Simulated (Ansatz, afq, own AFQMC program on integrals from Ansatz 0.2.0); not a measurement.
# N2H3, doublet in cc-pVDZ along one coordinate

```xyz
5

N    -0.0603   -0.0531    0.6220
N     0.0341    0.1229   -0.7009
H     0.2133   -0.9277    1.0504
H     0.1666    0.7675    1.1607
H    -0.0163   -0.8095   -1.1147
```

The N1–N2 distance is changed with both sides rigid. Energies in eV count from this geometry (1.338 Å) at the same level; the start stands on UHF, each point on the determinant named.

Basis cc-pVDZ. Noble-gas cores (and the filled d shells of Ga–Kr and In–Xe) are frozen. Ansatz 0.2.0 and our own AFQMC program on the same integrals; the CISD trial comes from CCSD amplitudes, and released means the phaseless constraint is let go. Uncertainties: one standard error, sampling alone.

Cautions, each for one point or more: a spin-contaminated unrestricted determinant lies lower; higher spins were not checked; the ph-AFQMC/CISD walk drifts between its halves; unrestricted determinant spin contaminated; walk and cluster series may follow different spin states.

```tsv
r(N1–N2) / Å	det.	T1	weight	⟨S²⟩	CCSD(T)	ph-AFQMC/CISD	released AFQMC	B2PLYP	r2SCAN
1.178	UHF	0.013	0.90	0.76	1.098	1.115 ± 0.020	1.103 ± 0.029	1.019	1.003
1.810	ROHF	0.037	0.84	pure	1.949	1.899 ± 0.044	1.857 ± 0.054*	2.156	2.092
2.505	UHF¶	0.012	0.90	1.75	3.331	3.326 ± 0.024	3.308 ± 0.037*	3.646§	3.673§
```

Weight is that of the determinant in the CISD state; at the start T1 is 0.020 and the weight 0.89, and ⟨S²⟩ is 0.76. ¶ marks points with a poor determinant and no full CI, where no value is sure; they don't count among the departures. An asterisk marks released energies that aren't shown to be converged. Symmetry can't show for every point that it stays on the start's state. § marks a functional whose ⟨S²⟩ is too high by over 0.1. Largest departures from phaseless AFQMC with a CISD trial: CCSD(T) 0.050 eV at 1.810 (on ROHF) (within the noise). The walk's constraint bias lies outside its error bars, so these are departures and not errors. The functionals aren't scored here. In this small basis the wave-function levels are far from their limit, so their gap to the functionals isn't the functionals' error.

Some points may be missing: those where a free walk finds a much lower state, and past Zn most of those on another determinant than at the start.
